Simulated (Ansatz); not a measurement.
A made-up structure of AlSiH$_{2}$O, doublet:

```xyz
5
angstrom
O -0.6703 -1.9752 0.8993
Si -0.8287 -0.5637 -0.0584
Al 1.2382 1.1057 0.0031
H -2.2170 -0.2458 -0.9497
H 2.4778 1.6789 0.1057
```

It is relaxed with PBE-D4/def2-SVP and then PBE0-D4/def2-TZVP (Ansatz 0.2.0). Atoms count as bonded within 1.22 times the sum of their covalent radii (H–H: 0.88 Å). The end point is not checked to be a true minimum.

Does its bonding change? (A judgement: the text doesn't fix the answer.)

The calculation gives: No: no bond forms or breaks.

Where it ends: The first stage lowers the energy by 1.60 eV in 7 steps. It ends as AlSiH₂O ([O][SiH][AlH]):
```csv
atom,x (Å),y (Å),z (Å)
O1,-0.5926,-1.7641,0.8012
Si2,-0.7273,-0.5189,-0.0767
Al3,0.8844,1.2620,0.4228
H4,-1.9227,-0.2969,-0.9602
H5,2.3581,1.3178,-0.1871
```

Labels in which every atom is bracketed show which atoms are joined, not bond orders.

For scale, one of the runs: PBE0-D4/def2-TZVP relaxation, 117 basis functions, launched by `ansatz run in.yaml --threads 2 --pin off --events-out ev --progress --plain --max-ram 4352MiB`. Hardware: 2 CPU threads of an Arm Neoverse V2, shared host. Wall time about 32 s.
